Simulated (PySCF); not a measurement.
Input of a run (PBE0-D3(BJ)/def2-TZVP geometry optimisation, gas phase (PySCF 2.14.0)), started from GFN2-xTB:
```
{"job": {"xc": "PBE0", "basis": "def2-TZVP", "d3": "d3bj", "grid": 2, "kind": "geom"}, "charge": 0, "multiplicity": 1}
Cl     2.323742     0.506018     1.139285
C      1.339397    -0.045498    -0.169710
C      0.043305    -0.045650    -0.118273
C     -1.248659    -0.013662     0.010271
Cl    -2.201968     1.339218    -0.483192
Cl    -2.158285    -1.349851     0.617853
H      1.905802    -0.385672    -1.023312
```

Output (energies in Eh, forces in Eh/bohr):
```
step   0  E = -1494.94401565  max force = 0.003559
step   1  E = -1494.94363726  max force = 0.005491
step   2  E = -1494.94388623  max force = 0.005814
step   3  E = -1494.94415386  max force = 0.002694
step   4  E = -1494.94425885  max force = 0.001143
step   5  E = -1494.94429379  max force = 0.001318
step   6  E = -1494.94429593  max force = 0.000903
step   7  E = -1494.94430299  max force = 0.000320
optimisation converged
```

**Question.** Summarise the run.

**Answer.** The energy falls by 0.008 eV over 8 energy and gradient evaluations, the largest force component goes from 0.0036 to 3.2e-04 Eh/bohr, and the atoms move by 0.032 Å rms after alignment. The bond that changes most is C4–Cl5 (outer carbon of cumulated double bonds to vinyl chlorine), which shortens by 0.010 Å. Bonds longer at the end by more than 0.005 Å: 0 of 6; shorter: 2. Among the angles that change most is C2–C3–C4, from 176.3° to 179.5°. The energy rose by more than 1e-6 Eh at step 1.

**Question.** What are the final bond lengths?

**Answer.** Cl1–C2 1.724 Å, C2=C3 1.296 Å, C3=C4 1.297 Å, C4–Cl5 1.717 Å, C4–Cl6 1.718 Å, C2–H7 1.084 Å. Numbering counts from 1 in the input's order; the species is `ClC=C=C(Cl)Cl`.

The run used 210 basis functions and 62 SCF cycles in all. Hardware: an Arm Neoverse V2 with one thread, no GPU, shared host with 96 logical CPUs at a one-minute load of 33. Cost: 82 s of wall time, 0.85 GiB resident at most.

Whether it is a minimum is left open (no frequencies).
